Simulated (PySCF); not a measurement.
# U-wB97X-V/STO-6G run of SiH2F (SMILES F[SiH2])

What is the vertical ionisation energy of SiH2F at U-wB97X-V/STO-6G? Input form: a Python script.

The results are computed with PySCF 2.14.0.

10 further runs of the same task are left out: 10 set aside as unsound or not needed.

**1. The molecule**

SiH2F: 4 atoms, total charge 0, spin state doublet. As SMILES, `F[SiH2]`. The shape is that of a GFN2-xTB optimisation.

Bond lengths: F1–Si2 1.621 Å, Si2–H3 1.448 Å, Si2–H4 1.448 Å. Angles: F1–Si2–H3 104.7°, F1–Si2–H4 104.7°, H3–Si2–H4 120.2°.

**2. A single-point energy at U-wB97X-V/STO-6G**

run.py

```python
# F[SiH2]
from pyscf import gto, dft

mol = gto.Mole()
mol.atom = 'F 1.205590 0.647540 -0.425510; Si -0.122150 -0.264920 -0.246870; H -1.219930 0.678520 -0.261640; H 0.136490 -1.061140 0.934020'
mol.max_memory = 1860
mol.spin = 1
mol.verbose = 4
mol.basis = 'sto-6g'
mol.build()

mf = dft.UKS(mol, xc='wb97x-v')
mf.grids.level = 5
mf.nlcgrids.level = 1
mf.conv_tol = 1e-10
mf.kernel()
if not mf.converged:
    mf = mf.newton().run(mf.mo_coeff, mf.mo_occ)

e_tot = mf.e_tot
print('Final energy', e_tot)
```

On the command line:

```sh
$ OMP_NUM_THREADS=1 python run.py
```

Output:

```text
PySCF version 2.14.0

[INPUT] num. atoms = 4
[INPUT] num. electrons = 25
[INPUT] charge = 0
[INPUT] spin (= nelec alpha-beta = 2S) = 1
[INPUT] symmetry False subgroup None
[INPUT] Mole.unit = angstrom
[INPUT] Symbol           X                Y                Z      unit          X                Y                Z       unit  Magmom
[INPUT]  1 F      1.205590000000   0.647540000000  -0.425510000000 AA    2.278234918514   1.223673254701  -0.804097363264 Bohr   0.0
[INPUT]  2 Si    -0.122150000000  -0.264920000000  -0.246870000000 AA   -0.230830046116  -0.500626244920  -0.466516688371 Bohr   0.0
[INPUT]  3 H     -1.219930000000   0.678520000000  -0.261640000000 AA   -2.305333591141   1.282216970040  -0.494427943231 Bohr   0.0
[INPUT]  4 H      0.136490000000  -1.061140000000   0.934020000000 AA    0.257928718742  -2.005263979821   1.765041994866 Bohr   0.0

nuclear repulsion = 55.4994572990351
number of shells = 10
number of NR pGTOs = 96
number of NR cGTOs = 16
basis = sto-6g
ecp = {}

******** <class 'pyscf.dft.uks.UKS'> ********
method = UKS
initial guess = minao
damping factor = 0
level_shift factor = 0
DIIS = <class 'pyscf.scf.diis.CDIIS'>
diis_start_cycle = 1
diis_space = 8
diis_damp = 0
SCF conv_tol = 1e-10
SCF conv_tol_grad = None
SCF max_cycles = 50
direct_scf = True
direct_scf_tol = 1e-13
number electrons alpha = 13  beta = 12
XC library pyscf.dft.libxc version 7.0.0
    S. Lehtola, C. Steigemann, M. J.T. Oliveira, and M. A.L. Marques.,  SoftwareX 7, 1–5 (2018)
XC functionals = wb97x-v
    N. Mardirossian and M. Head-Gordon.,  Phys. Chem. Chem. Phys. 16, 9904-9924 (2014)
radial grids:
    Treutler-Ahlrichs [JCP 102, 346 (1995); DOI:10.1063/1.469408] (M4) radial grids

becke partition: Becke, JCP 88, 2547 (1988); DOI:10.1063/1.454033
pruning grids: <function nwchem_prune>
grids dens level: 5
symmetrized grids: False
atomic radii adjust function: <function treutler_atomic_radii_adjust>
** Following is NLC and NLC Grids **
NLC functional = wb97x-v
radial grids:
    Treutler-Ahlrichs [JCP 102, 346 (1995); DOI:10.1063/1.469408] (M4) radial grids

becke partition: Becke, JCP 88, 2547 (1988); DOI:10.1063/1.454033
pruning grids: <function nwchem_prune>
grids dens level: 1
symmetrized grids: False
atomic radii adjust function: <function treutler_atomic_radii_adjust>
small_rho_cutoff = 0
Set gradient conv threshold to 1e-05
tot grids = 134512
tot grids = 16656
init E= -388.59661509924
[... the frontier-level lines of each cycle are left out ...]


cycle= 1 E= -388.752814366646  delta_E= -0.156  |g|= 0.251  |ddm|= 1.62
cycle= 2 E= -388.79385224786  delta_E= -0.041  |g|= 0.213  |ddm|= 0.813
cycle= 3 E= -388.825837013722  delta_E= -0.032  |g|= 0.0145  |ddm|= 0.31
cycle= 4 E= -388.826290786265  delta_E= -0.000454  |g|= 0.00345  |ddm|= 0.0603
cycle= 5 E= -388.826320855847  delta_E= -3.01e-05  |g|= 0.00133  |ddm|= 0.0148
cycle= 6 E= -388.826325865913  delta_E= -5.01e-06  |g|= 0.000313  |ddm|= 0.0067
cycle= 7 E= -388.826326106096  delta_E= -2.4e-07  |g|= 4.91e-05  |ddm|= 0.00135
cycle= 8 E= -388.826326111985  delta_E= -5.89e-09  |g|= 1.24e-05  |ddm|= 0.000213
cycle= 9 E= -388.826326112391  delta_E= -4.06e-10  |g|= 2.61e-06  |ddm|= 6.19e-05
cycle= 10 E= -388.826326112408  delta_E= -1.72e-11  |g|= 6.4e-07  |ddm|= 1.1e-05
Extra cycle  E= -388.826326112409  delta_E= -9.09e-13  |g|= 3e-07  |ddm|= 1.82e-06
converged SCF energy = -388.826326112409  <S^2> = 0.75070243  2S+1 = 2.0007023
Final energy -388.8263261124094
```

Wall time 27 s (1 thread of Arm Neoverse N1, shared host); peak memory 0.19 GiB.

**3. The singlet cation, same level**

run.py

```python
from pyscf import gto, dft

mol = gto.M(
    atom='''
F    1.205590   0.647540  -0.425510
Si  -0.122150  -0.264920  -0.246870
H   -1.219930   0.678520  -0.261640
H    0.136490  -1.061140   0.934020
''',
    verbose=4,
    max_memory=1860,
    basis='sto-6g',
    charge=1,
)

myscf = dft.RKS(mol, xc='wb97x-v')
myscf.grids.level = 5
myscf.conv_tol = 1e-10
myscf.nlcgrids.level = 1
myscf.kernel()
if not myscf.converged:
    myscf = myscf.newton().run(myscf.mo_coeff, myscf.mo_occ)

etot = myscf.e_tot
print('E(%s) = %.9f' % ('WB97X-V', etot))
```

On the command line:

```sh
$ OMP_NUM_THREADS=1 python run.py
```

Output:

```text
PySCF version 2.14.0

[INPUT] num. atoms = 4
[INPUT] num. electrons = 24
[INPUT] charge = 1
[INPUT] spin (= nelec alpha-beta = 2S) = 0
[INPUT] symmetry False subgroup None
[INPUT] Mole.unit = angstrom
[INPUT] Symbol           X                Y                Z      unit          X                Y                Z       unit  Magmom
[INPUT]  1 F      1.205590000000   0.647540000000  -0.425510000000 AA    2.278234918514   1.223673254701  -0.804097363264 Bohr   0.0
[INPUT]  2 Si    -0.122150000000  -0.264920000000  -0.246870000000 AA   -0.230830046116  -0.500626244920  -0.466516688371 Bohr   0.0
[INPUT]  3 H     -1.219930000000   0.678520000000  -0.261640000000 AA   -2.305333591141   1.282216970040  -0.494427943231 Bohr   0.0
[INPUT]  4 H      0.136490000000  -1.061140000000   0.934020000000 AA    0.257928718742  -2.005263979821   1.765041994866 Bohr   0.0

nuclear repulsion = 55.4994572990351
number of shells = 10
number of NR pGTOs = 96
number of NR cGTOs = 16
basis = sto-6g
ecp = {}

******** <class 'pyscf.dft.rks.RKS'> ********
method = RKS
initial guess = minao
damping factor = 0
level_shift factor = 0
DIIS = <class 'pyscf.scf.diis.CDIIS'>
diis_start_cycle = 1
diis_space = 8
diis_damp = 0
SCF conv_tol = 1e-10
SCF conv_tol_grad = None
SCF max_cycles = 50
direct_scf = True
direct_scf_tol = 1e-13
XC library pyscf.dft.libxc version 7.0.0
    S. Lehtola, C. Steigemann, M. J.T. Oliveira, and M. A.L. Marques.,  SoftwareX 7, 1–5 (2018)
XC functionals = wb97x-v
    N. Mardirossian and M. Head-Gordon.,  Phys. Chem. Chem. Phys. 16, 9904-9924 (2014)
radial grids:
    Treutler-Ahlrichs [JCP 102, 346 (1995); DOI:10.1063/1.469408] (M4) radial grids

becke partition: Becke, JCP 88, 2547 (1988); DOI:10.1063/1.454033
pruning grids: <function nwchem_prune>
grids dens level: 5
symmetrized grids: False
atomic radii adjust function: <function treutler_atomic_radii_adjust>
** Following is NLC and NLC Grids **
NLC functional = wb97x-v
radial grids:
    Treutler-Ahlrichs [JCP 102, 346 (1995); DOI:10.1063/1.469408] (M4) radial grids

becke partition: Becke, JCP 88, 2547 (1988); DOI:10.1063/1.454033
pruning grids: <function nwchem_prune>
grids dens level: 1
symmetrized grids: False
atomic radii adjust function: <function treutler_atomic_radii_adjust>
small_rho_cutoff = 0
Set gradient conv threshold to 1e-05
Initial guess from minao.
tot grids = 134512
tot grids = 16656
init E= -388.59661509924
  HOMO = -0.38807210403119  LUMO = -0.085410207108951  gap/eV = 8.23585
cycle= 1 E= -388.475453140991  delta_E= 0.121  |g|= 0.479  |ddm|= 2.17
  HOMO = -0.416517680411465  LUMO = -0.270098306528853  gap/eV = 3.98427
cycle= 2 E= -388.3234985863  delta_E= 0.152  |g|= 0.969  |ddm|= 1.93
  HOMO = -0.623416356518647  LUMO = -0.283257526306514  gap/eV = 9.25619
cycle= 3 E= -388.60304364132  delta_E= -0.28  |g|= 0.0385  |ddm|= 1.06
  HOMO = -0.63729740547906  LUMO = -0.259820498288318  gap/eV = 10.27167
cycle= 4 E= -388.603561489837  delta_E= -0.000518  |g|= 0.009  |ddm|= 0.0523
  HOMO = -0.642319596707938  LUMO = -0.259380070027259  gap/eV = 10.42032
cycle= 5 E= -388.603609406383  delta_E= -4.79e-05  |g|= 0.00172  |ddm|= 0.0211
  HOMO = -0.641340084045549  LUMO = -0.25961522350423  gap/eV = 10.38726
cycle= 6 E= -388.603612139769  delta_E= -2.73e-06  |g|= 0.000508  |ddm|= 0.00458
  HOMO = -0.64133073429113  LUMO = -0.259676125110909  gap/eV = 10.38535
cycle= 7 E= -388.603612543579  delta_E= -4.04e-07  |g|= 0.000112  |ddm|= 0.00224
  HOMO = -0.641305857480319  LUMO = -0.259673865329689  gap/eV = 10.38474
cycle= 8 E= -388.603612567124  delta_E= -2.35e-08  |g|= 1.52e-05  |ddm|= 0.000626
  HOMO = -0.64130792098803  LUMO = -0.259675913800489  gap/eV = 10.38474
cycle= 9 E= -388.603612567411  delta_E= -2.87e-10  |g|= 6.2e-06  |ddm|= 6.17e-05
  HOMO = -0.641304739728074  LUMO = -0.25967646182998  gap/eV = 10.38463
cycle= 10 E= -388.603612567437  delta_E= -2.59e-11  |g|= 6.72e-07  |ddm|= 1.93e-05
  HOMO = -0.641304313567359  LUMO = -0.259676533269094  gap/eV = 10.38462
Extra cycle  E= -388.603612567438  delta_E= -4.55e-13  |g|= 3.44e-07  |ddm|= 1.61e-06
converged SCF energy = -388.603612567438
E(WB97X-V) = -388.603612567
```

It took 25 s on 1 thread of Arm Neoverse N1, shared host; peak memory 0.18 GiB.

**4. Results**

Level: U-wB97X-V/STO-6G.

| quantity | value |
| --- | --- |
| doublet SiH2F: total energy | -388.82633 Eh |
| doublet SiH2F: dipole moment | 0.85 D |
| doublet SiH2F: HOMO energy (highest over α and β) | -4.94 eV |
| doublet SiH2F: LUMO energy (lowest over α and β) | 3.85 eV |
| doublet SiH2F: ⟨S²⟩ | 0.751 |
| singlet cation: total energy | -388.60361 Eh |
| singlet cation: HOMO energy | -17.45 eV |
| singlet cation: LUMO energy | -7.07 eV |
| singlet cation: HOMO–LUMO gap | 10.38 eV |
| vertical ionisation energy (to the singlet cation) | 6.060 eV |

In words: The vertical ionisation energy comes to 6.06 eV (585 kJ/mol). Only the singlet of the ionised species was computed; a triplet could lie lower. In a minimal basis such a difference can be off by several eV, whatever the method. Mulliken charges (singlet cation) run from -0.07 on F1 to +1.02 on Si2.
